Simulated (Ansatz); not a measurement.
Breaking the Si1–H2 bond in SiH2 (SMILES [SiH2]) (multiplicity 1 held, fragments rigid). Energies count from the point at 1.523 Å.
Geometry at that point (charge 0, multiplicity 1):
```xyz
3

Si     0.0142    -0.0009     0.1321
H     -0.1123    -1.0850    -0.9304
H     -0.0862     1.0971    -0.9190
```

Unrestricted levels (U-) break spin symmetry where that is lower. Active spaces are followed from a long bond inwards. Levels need not reach the same state.

Cores are frozen in the correlated methods.

Codes used: Ansatz (a first-principles code) with Gaussian orbitals. Values without a source in brackets are computed.

Task: What energy at R = 4.874 Å does U-PBE/cc-pV(T+d)Z give?

Result: 3.30 eV

Task: Estimate the energy at R = 4.874 Å that SC-NEVPT2 on CASSCF(2,2)/cc-pV(T+d)Z returns for this input.

Result: 3.19 eV

Task: Predict the energy at R = 4.874 Å from FIC-MRCISD+Q on CASSCF(2,2)/cc-pV(T+d)Z.

Result: 3.39 eV

Doubts at one or more of the structures used: a spin-contaminated determinant (U-PBE/cc-pV(T+d)Z).
